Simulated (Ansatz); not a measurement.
System: fcc Rh. Method: revPBE (Ansatz, a quantum-chemistry and plane-wave program, PAW).

Numerical settings: plane-wave cutoff 520 eV, 24×24×24 k mesh, Fermi–Dirac smearing 0.05 eV, no spin polarisation, scalar-relativistic PAW data made under PBE.

Computed points:

```csv
V (Å³/atom),E − E_lowest (meV/atom)
13.375,44.15
13.660,18.77
13.945,4.49
14.229,0.00
14.514,4.16
14.798,15.94
15.083,34.45
```

**Question.** Estimate the bulk modulus and its pressure derivative from these points.

**Answer.** V0 = 14.229 Å³/atom, B0 = 243 GPa, B′ = 5.2 (fit to the energies at full precision).

Measured, for comparison: bulk modulus 271 GPa (corrected for temperature and zero-point phonon effects, sources range from 271 to 289; as tabulated in Levämäki et al. (2014), arXiv:1402.3671); equilibrium volume per atom 13.65 Å³/atom (static lattice: zero-point anharmonic expansion removed; as tabulated in Mejia-Rodriguez and Trickey (2018), arXiv:1807.09216). Computed less measured: bulk modulus -10 % (-10 % to -16 % over the range), equilibrium volume per atom +4.2 %.

Static lattice: no zero-point or thermal effects.

Cost on a shared machine: very roughly 50 core-seconds.
